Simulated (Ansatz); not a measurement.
A made-up structure of AlSiNH₅ (charge -1), singlet:

N1  (-2.068, 0.517, -0.915)
Al2  (-0.376, 0.770, -0.708)
Si3  (0.831, -0.775, 0.823)
H4  (-2.596, 1.129, -1.533)
H5  (0.575, -1.261, -0.487)
H6  (1.536, -0.103, 1.976)
H7  (1.964, -1.542, 0.185)
H8  (0.025, -1.851, 1.494)
(Å)

It is relaxed with PBE-D4/def2-SVPD and then PBE0-D4/def2-TZVPD (Ansatz 0.2.0). Atoms count as bonded within 1.22 times the sum of their covalent radii (H–H: 0.88 Å). The end point is not checked to be a true minimum.

**Question.** Does its bonding change? (A judgement: the text doesn't fix the answer.)

**Answer.** By the calculation: Yes. Formed: N1–Si3, Al2–H6; broken: Al2–Si3, Si3–H6.

Where it ends: The first stage lowers the energy by 3.44 eV in 46 steps. It ends as AlSiNH₅ ([AlH][NH][SiH3]), total charge -1:
N1  (-0.949, 0.055, 0.069)
Al2  (-0.430, 1.854, 0.176)
Si3  (0.214, -1.185, 0.084)
H4  (-1.918, -0.217, 0.002)
H5  (1.182, -1.174, -1.058)
H6  (1.208, 1.367, 0.250)
H7  (1.044, -1.276, 1.326)
H8  (-0.459, -2.541, -0.013)
(Å)

Labels in which every atom is bracketed show which atoms are joined, not bond orders.

For scale, one of the runs: PBE0-D4/def2-TZVPD relaxation, 168 basis functions, launched by `ansatz run in.yaml --threads 2 --pin off --events-out ev --progress --plain --max-ram 4352MiB`. The run took about 31 s on 2 CPU threads of an Arm Neoverse V1 (shared host).
